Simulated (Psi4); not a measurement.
# [NH2]− (SMILES [NH2-]): a chain of runs

Aim: a geometry optimisation (r2SCAN-3c/def2-mTZVPP), then vibrational wavenumbers, then a single-point energy (MP2-F12/cc-pVDZ-F12) of [NH2]−. 

The results are computed with Psi4 1.11.

## (1) The molecule

[NH2]−: 3 atoms, total charge -1, spin state singlet. SMILES: `[NH2-]`. All atoms were displaced at random from a relaxed shape. The run starts from this shape.

Bond lengths: N1–H2 0.929 Å, N1–H3 0.991 Å. Angles: H2–N1–H3 104.0°.

## (2) A structure relaxation at r2SCAN-3c/def2-mTZVPP (density fitting) (run 1)

Input file run.py:

```python
import psi4

psi4.set_memory(1600000000)
psi4.set_num_threads(1)
psi4.set_output_file('psi4.out', False)

mol = psi4.geometry("""
-1 1
N      0.337248    -0.163254     0.110932
H      0.124930     0.740632     0.094748
H     -0.456940    -0.602609    -0.287097
units angstrom
symmetry c1
""")

options = {'geom_maxiter': 60}
psi4.set_options(options)

energy_value = psi4.optimize('r2scan-3c')
print('E =', round(energy_value, 9))
print(mol.to_string(dtype='xyz', units='Angstrom'))
for k, v in sorted(psi4.core.scalar_variables().items()):
    print(f'{k:45s} {v:18.10f}')
```

Started as:

```bash
$ python run.py
```

psi4.out:

```text
[...]
  Running in c1 symmetry.
[...]
  Nuclear repulsion =    8.076394041885326
[...]
  Multiplicity = 1
[...]
  Nalpha       = 5
  Nbeta        = 5
[...]
    Number of basis functions: 34
[...]
   @DF-RKS iter   1:   -55.39494396383010    1.09525e-01   3.00673e-02 ADIIS/DIIS
[...]
   @DF-RKS iter   6:   -55.86531965556749   -1.60583e-12   3.80435e-09 DIIS
[...]
    Orbital Energies [Eh]
    ---------------------
    Doubly Occupied:
       1A    -13.770193     2A     -0.416938     3A     -0.068202
       4A      0.066937     5A      0.145313
[...]
  @DF-RKS Final Energy:   -55.86531965556749
   => Energetics <=
    Nuclear Repulsion Energy =              7.5484447176807219
    One-Electron Energy =                 -93.6510535739979417
    Two-Electron Energy =                  38.0545038799003521
    DFT Exchange-Correlation Energy =      -7.8193185212833054
    Empirical Dispersion Energy =           0.0021038421326821
    VV10 Nonlocal Energy =                  0.0000000000000000
    Total Energy =                        -55.8653196555674896
[...]
 Multipole Moments:
 ------------------------------------------------------------------------------------
     Multipole            Electronic (a.u.)      Nuclear  (a.u.)        Total (a.u.)
 ------------------------------------------------------------------------------------
 L = 1.  Multiply by 2.5417464519 to convert [e a0] to [Debye]
 Dipole X            :          0.4649881           -0.9678338           -0.5028457
 Dipole Y            :         -0.2301544            0.4795493            0.2493950
 Dipole Z            :          0.0000000            0.0000000            0.0000000
 Magnitude           :                                                    0.5612946
[...]
  -Total Gradient:
     Atom            X                  Y                   Z
    ------   -----------------  -----------------  -----------------
       1       -0.000158691483     0.000251718933     0.000000000000
       2       -0.000024832512    -0.000188174989     0.000000000000
       3       -0.000050970379     0.000052041198    -0.000000000000
[...]
    Final optimized geometry and variables:
    Molecular point group: c1
    Full point group: Cs
    Geometry (in Angstrom), charge = -1, multiplicity = 1:
    N            0.074286274177    -0.036807903045    -0.000000000000
    H           -0.166045453576     0.961692674535     0.000000000000
    H           -0.866114059781    -0.450270777076     0.000000000000
[...]
```

On the terminal:

```text
Optimizer: Optimization complete!
E = -55.865319656
3
-1 1 H2N
N                     0.074286274177    -0.036807903045     0.000000000000
H                    -0.166045453576     0.961692674535     0.000000000000
H                    -0.866114059781    -0.450270777076     0.000000000000

CURRENT ENERGY                                    -55.8653196556
CURRENT REFERENCE ENERGY                          -55.8653196556
DD SOLVATION ENERGY                                 0.0000000000
DFT FUNCTIONAL TOTAL ENERGY                       -55.8674234977
DFT TOTAL ENERGY                                  -55.8653196556
DFT VV10 ENERGY                                     0.0000000000
DFT XC ENERGY                                      -7.8193185213
DISPERSION CORRECTION ENERGY                       -0.0001339349
GRID ELECTRONS ALPHA                                5.0000000645
GRID ELECTRONS BETA                                 5.0000000645
GRID ELECTRONS TOTAL                               10.0000001290
NUCLEAR REPULSION ENERGY                            7.5484447177
ONE-ELECTRON ENERGY                               -93.6510535740
OPTIMIZATION ITERATIONS                             5.0000000000
PCM POLARIZATION ENERGY                             0.0000000000
PE ENERGY                                           0.0000000000
R2SCAN3C DISPERSION CORRECTION ENERGY              -0.0001339349
SCF ITERATION ENERGY                              -55.8653196556
SCF ITERATIONS                                      6.0000000000
SCF TOTAL ENERGY                                  -55.8653196556
TWO-ELECTRON ENERGY                                38.0545038799
XC GRID RADIAL POINTS                              75.0000000000
XC GRID SPHERICAL POINTS                          302.0000000000
XC GRID TOTAL POINTS                            65974.0000000000
```

Wall time 11 s (1 thread of INTEL XEON PLATINUM 8581C at 2.30GHz (Emerald Rapids), shared host); peak memory 0.39 GiB.

Steps, from the record of the run:

| step | energy from the first frame kept (eV) | largest force (eV/Å) |
| --- | --- | --- |
| 0 | 0.0000 | 5.2897 |
| 1 | -0.2497 | 0.7796 |
| 2 | -0.2589 | 0.1639 |
| 3 | -0.2593 | 0.0450 |
| 4 | -0.2593 | 0.0153 |

After the run. Bond lengths: N1–H2 1.027 Å, N1–H3 1.027 Å. Angles: H2–N1–H3 100.2°.

## (3) The harmonic vibrations at r2SCAN-3c/def2-mTZVPP (density fitting) (run 2)

Input file h2n.dat:

```
memory 1600 MB

molecule m {
  -1 1
  N      0.342825    -0.170717     0.112795
  H      0.090837     0.824565     0.086742
  H     -0.500335    -0.582847    -0.304979
}

set t 400.0
set rotational_symmetry_number 2

E, wfn = freq("r2scan-3c", return_wfn=True)
```

Started as:

```bash
$ psi4 -i h2n.dat -o h2n.out -n 1
```

h2n.out:

```text
[...]
  Running in cs symmetry.
[...]
  Nuclear repulsion =    7.548443037635150
[...]
  Multiplicity = 1
[...]
  Nalpha       = 5
  Nbeta        = 5
[...]
    Number of basis functions: 34
[...]
   @DF-RKS iter   1:   -55.41991533346010    5.02395e-02   3.74429e-02 ADIIS/DIIS
[...]
  Running in c1 symmetry.
[...]
   @DF-RKS iter  10:   -55.86531965653941   -4.90274e-13   5.24288e-09 DIIS
[...]
    Orbital Energies [Eh]
    ---------------------
    Doubly Occupied:
       1A    -13.770194     2A     -0.416937     3A     -0.068202
       4A      0.066937     5A      0.145313
[...]
  @DF-RKS Final Energy:   -55.86531965653941
   => Energetics <=
    Nuclear Repulsion Energy =              7.5484302265187342
    One-Electron Energy =                 -93.6510251593684302
    Two-Electron Energy =                  38.0544881877586363
    DFT Exchange-Correlation Energy =      -7.8193167612948864
    Empirical Dispersion Energy =           0.0021038498465386
    VV10 Nonlocal Energy =                  0.0000000000000000
    Total Energy =                        -55.8653196565394055
[...]
 Multipole Moments:
 ------------------------------------------------------------------------------------
     Multipole            Electronic (a.u.)      Nuclear  (a.u.)        Total (a.u.)
 ------------------------------------------------------------------------------------
 L = 1.  Multiply by 2.5417464519 to convert [e a0] to [Debye]
 Dipole X            :          0.4649902           -0.9678339           -0.5028437
 Dipole Y            :         -0.2301553            0.4795495            0.2493942
 Dipole Z            :         -0.0000005           -0.0000000           -0.0000005
 Magnitude           :                                                    0.5612925
[...]
  -Total Gradient:
     Atom            X                  Y                   Z
    ------   -----------------  -----------------  -----------------
       1       -0.000157368936     0.000251211513    -0.000000367120
       2       -0.000024820233    -0.000186679972     0.000000421670
       3       -0.000052311980     0.000051056432    -0.000000053269
[...]
  ==> Harmonic Vibrational Analysis <==
[...]
  Freq [cm^-1]                1539.4118           3320.2895           3402.5270
[...]
  IR activ [km/mol]             6.0970             118.9374            132.8873
[...]
  Total E_0, Enthalpy at 0 [K]                                                          -55.84649691 [Eh]
[...]
  Total H, Enthalpy at  400.00 [K]                                                      -55.84140212 [Eh]
[...]
  Total G, Gibbs energy at  400.00 [K]                                                  -55.87169304 [Eh]
[...]
```

It took 25 s on 1 thread of INTEL XEON PLATINUM 8581C at 2.30GHz (Emerald Rapids), shared host; peak memory 0.39 GiB.

## (4) A single-point energy at MP2-F12/cc-pVDZ-F12 (density fitting, density fitting for correlation) (run 3)

Input file calc.dat:

```
memory 1600 MB

molecule {
  -1 1
  N      0.342825    -0.170717     0.112795
  H      0.090837     0.824565     0.086742
  H     -0.500335    -0.582847    -0.304979
}

set {
  basis cc-pVDZ-F12
  freeze_core true
}

e_tot, wfn = energy("mp2-f12", return_wfn=True)
```

Started as:

```bash
$ psi4 -i calc.dat -o calc.out -n 1
```

calc.out:

```text
[...]
  Running in cs symmetry.
[...]
  Nuclear repulsion =    7.548443037635150
[...]
  Multiplicity = 1
[...]
  Nalpha       = 5
  Nbeta        = 5
[...]
    Number of basis functions: 48
[...]
   @DF-RHF iter   1:   -55.32785790142422   -4.83665e-01   1.76766e-02 ADIIS/DIIS
[...]
   @DF-RHF iter  11:   -55.54664788827171   -4.54037e-12   4.67344e-09 DIIS
[...]
    Orbital Energies [Eh]
    ---------------------
    Doubly Occupied:
       1Ap   -15.226761     2Ap    -0.763034     3Ap    -0.287869
       4Ap    -0.146798     1App   -0.048589
[...]
  @DF-RHF Final Energy:   -55.54664788827171
   => Energetics <=
    Nuclear Repulsion Energy =              7.5484430376351499
    One-Electron Energy =                 -93.2440810202259058
    Two-Electron Energy =                  30.1489900943190392
    Total Energy =                        -55.5466478882717141
[...]
 Multipole Moments:
 ------------------------------------------------------------------------------------
     Multipole            Electronic (a.u.)      Nuclear  (a.u.)        Total (a.u.)
 ------------------------------------------------------------------------------------
 L = 1.  Multiply by 2.5417464519 to convert [e a0] to [Debye]
 Dipole X            :          0.3568454           -0.9678339           -0.6109885
 Dipole Y            :         -0.1765310            0.4795495            0.3030185
 Dipole Z            :          0.0000000            0.0000000            0.0000000
 Magnitude           :                                                    0.6820023
[...]
```

Wall time 2.8 s (1 thread of INTEL XEON PLATINUM 8581C at 2.30GHz (Emerald Rapids), shared host); peak memory 0.42 GiB.

## (5) Outcome

| quantity | value |
| --- | --- |
| run 1, r2SCAN-3c/def2-mTZVPP: total energy at the end | -55.86532 Eh |
| run 1, r2SCAN-3c/def2-mTZVPP: HOMO energy | 3.95 eV |
| run 1, r2SCAN-3c/def2-mTZVPP: LUMO energy | 10.80 eV |
| run 1, r2SCAN-3c/def2-mTZVPP: HOMO–LUMO gap (to an unbound level, set by the basis) | 6.85 eV |
| run 2, r2SCAN-3c/def2-mTZVPP: lowest harmonic wavenumber | 1539 cm⁻¹ |
| run 2, r2SCAN-3c/def2-mTZVPP: highest harmonic wavenumber | 3403 cm⁻¹ |
| run 2, r2SCAN-3c/def2-mTZVPP: zero-point energy | 49.4 kJ/mol |
| run 2, r2SCAN-3c/def2-mTZVPP: ideal-gas entropy at 400 K (symmetry number 2 as used) | 47.5 cal/(mol K) |
| run 3, MP2-F12/cc-pVDZ-F12: total energy | -55.83015 Eh |
| run 3, MP2-F12/cc-pVDZ-F12: HOMO energy (Hartree–Fock orbitals) | -1.32 eV |
| run 3, MP2-F12/cc-pVDZ-F12: LUMO energy (Hartree–Fock orbitals) | 7.62 eV |
| run 3, MP2-F12/cc-pVDZ-F12: HOMO–LUMO gap (to an unbound level, set by the basis) | 8.95 eV |
| run 3, MP2-F12/cc-pVDZ-F12: correlation energy (1 core orbital frozen) | -281.3 mEh |

What this shows: The optimisation (run 1, r2SCAN-3c/def2-mTZVPP) took 5 steps and changed the energy by -0.259 eV. The HOMO (run 1, r2SCAN-3c/def2-mTZVPP) lies at positive energy, 3.95 eV; only total energies tell whether the electron is bound. All 3 modes (run 2, r2SCAN-3c/def2-mTZVPP) are real, so the shape is a minimum at this level.
